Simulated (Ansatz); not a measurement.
The inner images of a band of BClH2 + H2 (6 atoms, charge 0, multiplicity 1) are given out of order.

Computed with RKS B3LYP/def2-SVP in Ansatz 0.2.0.

First end point:

```xyz
6
Properties=species:S:1:pos:R:3
B -0.015 0.549 0.172
Cl -0.036 1.154 1.812
H 1.050 0.390 -0.360
H -1.066 0.320 -0.361
H 0.111 -2.624 0.426
H 0.074 -2.459 1.168
```

Last end point:

```xyz
6
Properties=species:S:1:pos:R:3
B 0.018 -0.263 -0.358
Cl 0.001 -0.154 2.189
H 1.040 0.364 -0.479
H -1.045 0.288 -0.490
H 0.062 -1.469 -0.353
H 0.042 -1.436 2.348
```

Problem. Put them in order from the first end to the last, with their energies above the first end.
A.
```xyz
6
Properties=species:S:1:pos:R:3
B 0.019 -0.310 -0.259
Cl -0.001 -0.088 2.334
H 1.052 0.278 -0.431
H -1.050 0.208 -0.440
H 0.058 -1.512 -0.100
H 0.040 -1.248 1.752
```
B.
```xyz
6
Properties=species:S:1:pos:R:3
B 0.011 -0.082 0.256
Cl -0.006 0.389 2.052
H 1.057 0.062 -0.324
H -1.036 0.011 -0.331
H 0.050 -1.641 0.217
H 0.041 -1.409 0.986
```
C.
```xyz
6
Properties=species:S:1:pos:R:3
B 0.016 -0.267 0.024
Cl 0.000 0.019 2.161
H 1.072 0.156 -0.347
H -1.059 0.096 -0.355
H 0.052 -1.536 0.148
H 0.036 -1.139 1.225
```
D.
```xyz
6
Properties=species:S:1:pos:R:3
B -0.007 0.369 0.207
Cl -0.033 0.966 1.853
H 1.056 0.227 -0.331
H -1.055 0.153 -0.337
H 0.074 -2.280 0.362
H 0.084 -2.107 1.102
```
E.
```xyz
6
Properties=species:S:1:pos:R:3
B 0.000 0.173 0.256
Cl -0.023 0.716 1.938
H 1.058 0.104 -0.308
H -1.047 0.035 -0.314
H 0.066 -1.940 0.272
H 0.063 -1.759 1.013
```

Solution. D (+1.9 kJ/mol), E (+13.1 kJ/mol), B (+44.4 kJ/mol), C (+104.0 kJ/mol), A (+78.0 kJ/mol).

Time of the run: 74 s on 1 thread of Arm Neoverse V2, with other jobs on the host, peak memory 0.095 GiB.
